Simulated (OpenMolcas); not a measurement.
# N2H (dinitrogen monohydride) at 3 levels

We compute a comparison of 3 runs (U-r2SCAN/STO-3G, UPBE/STO-3G, USVWN5/STO-3G) of N2H (dinitrogen monohydride). 

Program for the calculation: OpenMolcas 26.06.

### Step 1. Starting point

N2H: 3 atoms, total charge 0, spin state doublet. As SMILES, `[N]=N`. The N2–H3 distance was set to 1.815 Å, away from the relaxed value. At this shape a bond of the SMILES string is far longer than usual.

Bond lengths: N1–N2 1.164 Å.

### Step 2. The energy at U-r2SCAN/STO-3G (run 1)

calc.inp reads:

```
>>> EXPORT MOLCAS_PRINT=2

&GATEWAY
  BasLib
  $CurrDir
  Coord
  3
  angstrom
  N        0.886872      -1.398847       0.340025
  N       -0.071498      -0.943787      -0.137935
  H       -0.472040       0.825820      -0.172480
  Basis
  STO-3G
  Group
  NoSym

&SEWARD
  GridInput
  Grid=UltraFine
  End of Grid

&SCF
  UHF
  Spin
  2
  KSDFT
  2
  1.0 MGGA_X_R2SCAN
  1.0 MGGA_C_R2SCAN
  Thresholds
  1e-10 1e-07 1e-07 1e-05
  PrOrbitals
  1 1
```

The basis set STO-3G is read from a file made from the Basis Set Exchange's data (not shown).

Launch:

```
export MOLCAS_MEM=1860
pymolcas calc.inp > calc.log
```

The log of the run:

```text
--- Start Module: gateway ---
[...]
--- Stop Module: gateway /rc=_RC_ALL_IS_WELL_ ---
--- Start Module: seward ---
[...]
      Basis functions           11
--- Stop Module: seward /rc=_RC_ALL_IS_WELL_ ---
--- Start Module: scf ---
[...]
       Convergence after  14 Iterations
[...]
::    Total KS-DFT energy                            -108.4941429260
[...]
      Total spin, S                                     0.5036535086
[...]
      Total electronic charge=   15.000000
      Total            charge=   -0.000000
[...]
      Dipole Moment (debye):
      Origin of the operator (angstrom)=    0.3771   -1.1019    0.0915
                   X= -1.2806E-01               Y=  3.4568E-01               Z= -3.4065E-02           Total=  3.7020E-01
      Quadrupole Moment (debye*angstrom):
[...]
--- Stop Module: scf /rc=_RC_ALL_IS_WELL_ ---
[...]
```

Run time: 5.7 s. Hardware: 1 thread of Arm Neoverse V1, shared host; peak memory 0.37 GiB.

### Step 3. The energy at UPBE/STO-3G (run 2)

calc.input reads:

```
* HN2 Kohn-Sham DFT

&GATEWAY
 BasLib
 $CurrDir
 Coord
 3
 angstrom
 N        0.886872      -1.398847       0.340025
 N       -0.071498      -0.943787      -0.137935
 H       -0.472040       0.825820      -0.172480
 Basis
 STO-3G
 Group
 NoSym

&SEWARD
 GridInput
 Grid=UltraFine
 End of Grid

&SCF
 UHF
 Spin
 2
 KSDFT
 PBE
 Thresholds
 1e-10 1e-07 1e-07 1e-05
 PrOrbitals
 1 1
```

The basis set STO-3G is read from a file made from the Basis Set Exchange's data (not shown).

Launch:

```
export MOLCAS_MEM=1860
pymolcas calc.input > calc.log
```

The log of the run:

```text
--- Start Module: gateway ---
[...]
--- Stop Module: gateway /rc=_RC_ALL_IS_WELL_ ---
--- Start Module: seward ---
[...]
      Basis functions           11
--- Stop Module: seward /rc=_RC_ALL_IS_WELL_ ---
--- Start Module: scf ---
[...]
       Convergence after  14 Iterations
[...]
::    Total KS-DFT energy                            -108.4140106196
[...]
      Total spin, S                                     0.5025405398
[...]
      Total electronic charge=   15.000000
      Total            charge=   -0.000000
[...]
      Dipole Moment (debye):
      Origin of the operator (angstrom)=    0.3771   -1.1019    0.0915
                   X= -1.6738E-01               Y=  4.3738E-01               Z= -4.6037E-02           Total=  4.7057E-01
      Quadrupole Moment (debye*angstrom):
[...]
--- Stop Module: scf /rc=_RC_ALL_IS_WELL_ ---
[...]
```

Wall time 4.5 s (1 thread of Arm Neoverse V1, shared host); peak memory 0.37 GiB.

### Step 4. A single-point energy at USVWN5/STO-3G (run 3)

calc.input reads:

```
&GATEWAY
  BASLIB = $CurrDir
  COORD
  3
  angstrom
  N        0.886872      -1.398847       0.340025
  N       -0.071498      -0.943787      -0.137935
  H       -0.472040       0.825820      -0.172480
  BASIS = STO-3G
  GROUP = NoSym

&SEWARD
  GRIDINPUT
  Grid=UltraFine
  End of Grid

&SCF
  UHF
  SPIN = 2
  KSDFT = SVWN5
  THRESHOLDS = 1e-10 1e-07 1e-07 1e-05
  PRORBITALS = 1 1
```

The basis set STO-3G is read from a file made from the Basis Set Exchange's data (not shown).

Launch:

```
export MOLCAS_MEM=1860
pymolcas calc.input > calc.log
```

The log of the run:

```text
--- Start Module: gateway ---
[...]
--- Stop Module: gateway /rc=_RC_ALL_IS_WELL_ ---
--- Start Module: seward ---
[...]
      Basis functions           11
--- Stop Module: seward /rc=_RC_ALL_IS_WELL_ ---
--- Start Module: scf ---
[...]
       Convergence after  14 Iterations
[...]
::    Total KS-DFT energy                            -107.6139368877
[...]
      Total spin, S                                     0.5016698962
[...]
      Total electronic charge=   15.000000
      Total            charge=   -0.000000
[...]
      Dipole Moment (debye):
      Origin of the operator (angstrom)=    0.3771   -1.1019    0.0915
                   X= -2.0610E-01               Y=  5.3170E-01               Z= -5.7403E-02           Total=  5.7313E-01
      Quadrupole Moment (debye*angstrom):
[...]
--- Stop Module: scf /rc=_RC_ALL_IS_WELL_ ---
[...]
```

It took 3.9 s on 1 thread of Arm Neoverse V1, shared host; peak memory 0.37 GiB.

### Step 5. All runs side by side

```
run            level  energy (Eh)  dipole moment (D)  HOMO energy (eV)  LUMO energy (eV)  wall time
  1  U-r2SCAN/STO-3G  -108.494143               0.37             -4.66             -0.43      5.7 s
  2      UPBE/STO-3G  -108.414011               0.47             -4.13             -0.54      4.5 s
  3    USVWN5/STO-3G  -107.613937               0.57             -3.71             -0.84      3.9 s
```

### Step 6. Summary of results

| quantity | value |
| --- | --- |
| run 3: total energy | -107.61394 Eh |
| run 3: dipole moment | 0.57 D |
| run 3: HOMO energy (highest over α and β) | -3.71 eV |
| run 3: LUMO energy (lowest over α and β) | -0.84 eV |
| run 3: ⟨S²⟩ | 0.753 |

What this shows: The dipole moment (its size) runs from 0.37 D (U-r2SCAN/STO-3G) to 0.57 D (USVWN5/STO-3G). Totals of different functionals can't be ranked against each other. In runs 1, 2, 3 the basis is minimal, so the values are rough. All runs together took 14 s, the longest 5.7 s.
